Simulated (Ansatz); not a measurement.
```yaml
crystal:
  periodic: [false, false, false]
  atoms:
    - {symbol: F, position_ang: [1.817840, -0.865207, -0.483449]}
    - {symbol: C, position_ang: [0.601243, -0.889408, 0.177424]}
    - {symbol: D, position_ang: [0.363610, 0.423502, 0.931641]}
    - {symbol: C, position_ang: [-0.392455, 0.926165, -0.301586]}
    - {symbol: F, position_ang: [-1.558797, 1.611531, -0.061341]}
    - {symbol: C, position_ang: [-0.543697, -0.522899, -0.773275]}
    - {symbol: H, position_ang: [0.547915, -1.829443, 0.727617]}
    - {symbol: H, position_ang: [1.244248, 0.967689, 1.270910]}
    - {symbol: H, position_ang: [-0.328860, 0.275690, 1.762545]}
    - {symbol: H, position_ang: [0.221765, 1.536145, -0.967056]}
    - {symbol: H, position_ang: [-0.405462, -0.753108, -1.829050]}
    - {symbol: H, position_ang: [-1.490549, -0.936056, -0.420378]}
basis:
  gaussian: {orbitals: x2c-TZVPPall}
hamiltonian: {xc: {name: r2SCANh}}
```

```sh
$ ansatz run in.yaml --threads 4 --pin off --events-out ev --progress --plain --max-ram 10444MiB
```

Output, abridged:

```
Error: YAML parse error: error: line 6 column 16: `D` is not an element symbol (H … Og, case-exact)
 --> <input>:6:16
4 |     - {symbol: F, position_ang: [1.817840, -0.865207, -0.483449]}
5 |     - {symbol: C, position_ang: [0.601243, -0.889408, 0.177424]}
6 |     - {symbol: D, position_ang: [0.363610, 0.423502, 0.931641]}
7 |     - {symbol: C, position_ang: [-0.392455, 0.926165, -0.301586]}
8 |     - {symbol: F, position_ang: [-1.558797, 1.611531, -0.061341]}
```

Task: Something in this input is off. What?

Result: An element symbol is wrong. The program refused the input.
